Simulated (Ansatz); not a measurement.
Total energies of [AlH4]- (AlH4⁻) from Ansatz at PBE0-D4/def2-TZVPD, gas phase (1 Eh = 27.2114 eV = 2625.5 kJ/mol). The reference geometry is relaxed at r2SCAN-D4/def2-TZVPD.

```xyz
5

Al   -0.001    0.000   -0.001
H    -0.098   -1.585    0.428
H     1.572    0.398   -0.269
H    -0.601    0.933    1.214
H    -0.873    0.254   -1.372
```

| state | geometry | energy (Eh) |
| --- | --- | --- |
| charge -1 singlet | reference | -244.72932 |
| charge 0 doublet | reference | -244.56478 |
| charge 0 doublet | relaxed at r2SCAN-D4/def2-TZVPD | -244.62046 |

(1) Work out the vertical ionisation energy to the doublet.

(2) How much does the charge 0 doublet relax, and what is the adiabatic ionisation energy?

(1) E(charge 0 doublet) − E(charge -1 singlet) = -244.56478 − (-244.72932) = 0.16454 Eh = 4.48 eV. For comparison, −ε of the highest occupied level is 2.33 eV at this level, 2.15 eV less.

(2) Relaxation: -244.56478 − (-244.62046) = 0.05568 Eh = 1.52 eV. Adiabatic ionisation energy: 0.10886 Eh = 2.96 eV, without zero-point energy. Bonds change on the way (2 lost, 0 formed), so the relaxed form is another species. In the charge 0 doublet, H3 and H4 lie 0.77 Å apart (atoms count from 1), so H2 has formed as a molecule.
